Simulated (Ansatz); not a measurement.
Cost and result for the atomization energy of CH₇Si₂ (`C[SiH2][SiH2]`) radical (10 atoms, 9 bonds).

```xyz
10

C     0.250    1.551    0.179
Si   -0.546   -0.002   -0.507
Si    0.153   -1.875    0.686
H    -0.080    2.429   -0.381
H     1.338    1.491    0.107
H    -0.015    1.692    1.228
H    -0.215   -0.144   -1.956
H    -2.030    0.074   -0.396
H    -0.488   -3.160    0.291
H     1.631   -2.056    0.749
```

Total charge 0; spin multiplicity 2. Geometry: relaxed with PBE0-D4/def2-TZVP. Program: Ansatz. All runs use 4 threads of an Arm Neoverse V1 on a shared host. Times are those of one run each, without the atoms' runs, and a repeat can differ threefold. Electronic energies, without spin–orbit coupling; frozen cores. CCSD(T)/CBS adds CCSD(T) − MP2 in def2-TZVPP to the MP2 limit, and its time is that of the two runs behind it. T1 = 0.013; ⟨S²⟩ of the reference is 0.76. HSE06 is the plane-wave form, built on full-range PBE exchange.

CCSD(T)/CBS is a level of theory with its own doubt, some kJ/mol a heavy atom from the limit and from the frozen cores, so smaller differences don't rank the functionals.

```csv
level,functions,atomization (kcal/mol),difference from CCSD(T)/CBS,per bond
HSE06-D4/def2-TZVPP,213,744.3,-2.2,-0.2
CAM-B3LYP-D4/def2-TZVPP,213,749.6,3.1,0.3
CCSD(T)/def2-SVP,85,703.9,-42.6,-4.7
BHLYP-D4/def2-TZVPP,213,739.8,-6.7,-0.7
CCSD(T)/CBS(def2),–,746.5,0.0,0.0
PBE0-D4/def2-TZVPP,213,744.0,-2.5,-0.3
ωB97X-V/def2-TZVPP,213,751.2,4.7,0.5
B2PLYP/def2-TZVPP,213,737.0,-9.5,-1.1
r2SCANh-D4/def2-TZVPP,213,748.7,2.2,0.2
MP2/def2-QZVPP,407,734.2,-12.3,-1.4
revPBE-D4/def2-TZVPP,213,736.1,-10.4,-1.2
CCSD(T)/def2-TZVPP,213,729.7,-16.8,-1.9
r2SCAN-D4/def2-TZVPP (with forces),213,750.4,3.9,0.4
```

Task: Order the runs by time, with rough figures. (Best estimate.)

Result: Ansatz gave: revPBE-D4/def2-TZVPP 2.3 s; PBE0-D4/def2-TZVPP 3.1 s; CCSD(T)/def2-SVP 3.1 s; HSE06-D4/def2-TZVPP 3.3 s; CAM-B3LYP-D4/def2-TZVPP 3.5 s; BHLYP-D4/def2-TZVPP 3.8 s; B2PLYP/def2-TZVPP 4.3 s; r2SCAN-D4/def2-TZVPP (with forces) 4.8 s; r2SCANh-D4/def2-TZVPP 5.5 s; ωB97X-V/def2-TZVPP 9 s; MP2/def2-QZVPP 15 s; CCSD(T)/def2-TZVPP 100 s; CCSD(T)/CBS(def2) 120 s.

From PBE to PBE0 (25 % exact exchange), in def2-TZVPP and without D4, the atomization energy moves by −1.0 kcal/mol: exact exchange takes away binding that semilocal exchange gives to molecules. In def2-TZVPP, CCSD(T) changes the Hartree–Fock value by +153.9 kcal/mol (the triples alone add +6.1 kcal/mol) and MP2 by +148.4 kcal/mol; breaking electron pairs costs correlation energy, which Hartree–Fock lacks. Leaving LDA and LC-ωPBE aside and taking each functional with its dispersion term where it has one, the values, not all of them listed here, spread over 16.4 kcal/mol, from revPBE-D4 to B97M-V. LDA lies +84.6 kcal/mol from PBE without D4, its usual overbinding.
